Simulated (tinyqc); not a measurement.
UHF in the sto-3g basis, for LiH, spin multiplicity 3, step by step. Computed by tinyqc, a small Python program that keeps every step (integrals from PySCF). Settings: charge = 0, multiplicity = 3, basis = sto-3g, energy threshold = 1e-09, iteration cap = 78, orthogonalisation = symmetric, start = core, DIIS depth = 0, damping = 0.3, method = UHF. Command: `OMP_NUM_THREADS=1 python tinyqc.py 23649 23650 out.jsonl` (the two numbers bound the seeds that draw the settings). One thread of a shared host (Intel(R) Xeon(R) Processor @ 2.60GHz), about 0.1 s of CPU time with the checks.

Geometry (angstrom):
```
atom        x        y        z
Li    0.00000  0.00000  0.00000
H     0.00000  0.00000  2.68500
```

Stop when the energy changes by less than 1e-09 hartree and every element of the error matrix X^T (F D S - S D F) X (for each spin) is below 9e-06.

Course of the cycle:
```
iteration  E (hartree)     change  largest element of the error matrix
1           -7.5615769          -                             2.17e-01
2           -7.6856007  -1.24e-01                             1.30e-01
3           -7.7434259  -5.78e-02                             7.18e-02
4           -7.7659105  -2.25e-02                             3.85e-02
5           -7.7740338  -8.12e-03                             2.03e-02
6           -7.7768785  -2.84e-03                             1.07e-02
7           -7.7778667  -9.88e-04                             5.56e-03
8           -7.7782137  -3.47e-04                             2.86e-03
9           -7.7783395  -1.26e-04                             2.02e-03
10          -7.7783877  -4.82e-05                             1.50e-03
11          -7.7784077  -2.00e-05                             1.13e-03
12          -7.7784168  -9.08e-06                             8.51e-04
13          -7.7784213  -4.48e-06                             6.46e-04
14          -7.7784236  -2.36e-06                             4.92e-04
15          -7.7784250  -1.30e-06                             3.75e-04
16          -7.7784257  -7.41e-07                             2.87e-04
17          -7.7784261  -4.28e-07                             2.20e-04
18          -7.7784264  -2.49e-07                             1.68e-04
19          -7.7784265  -1.46e-07                             1.29e-04
20          -7.7784266  -8.56e-08                             9.88e-05
21          -7.7784267  -5.03e-08                             7.58e-05
22          -7.7784267  -2.96e-08                             5.81e-05
23          -7.7784267  -1.74e-08                             4.46e-05
24          -7.7784267  -1.03e-08                             3.42e-05
25          -7.7784267  -6.04e-09                             2.62e-05
26          -7.7784267  -3.56e-09                             2.01e-05
27          -7.7784267  -2.09e-09                             1.54e-05
28          -7.7784267  -1.23e-09                             1.19e-05
29          -7.7784267  -7.26e-10                             9.09e-06
```

Can the last value be used, and what does the course show?

Yes. Converged in 29 iterations. PySCF UHF in the same basis, after a stability check = -7.7784267 hartree.
